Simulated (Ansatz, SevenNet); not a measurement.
fcc Pt: properties by level of theory

Reference values: lattice constant a 3.913 Å (measured, static lattice: zero-point anharmonic expansion removed; as tabulated in Mejia-Rodriguez and Trickey (2018), arXiv:1807.09216); bulk modulus 289 GPa (measured, corrected for temperature and zero-point phonon effects; as tabulated in Levämäki et al. (2014), arXiv:1402.3671).

```tsv
level (code)	lattice parameter a (Å)	bulk modulus B0 (GPa)
SevenNet-l3i5	3.977	247
PBE (Ansatz)	3.970	248
r²SCAN+SOC (Ansatz)	3.942	268
```

Differences from the reference values (errors of the level alone only where the reference is corrected to a static lattice):

| level | lattice constant a (%) | bulk modulus (%) |
|---|---|---|
| SevenNet-l3i5 | +1.64 | -14.5 |
| PBE | +1.46 | -14.2 |
| r²SCAN+SOC | +0.74 | -7.3 |

Nearest: lattice constant a, r²SCAN+SOC; bulk modulus, r²SCAN+SOC.

Machine-learned potentials (SevenNet-l3i5) are trained on DFT data: a solid inside that data is no test of them.

Ansatz's density-functional and Hartree–Fock values are scalar-relativistic unless marked +SOC, with PAW data made under PBE.

Differences are worked out from the printed values.

Static lattice: no zero-point or thermal effects.

Ansatz is an electronic-structure program.
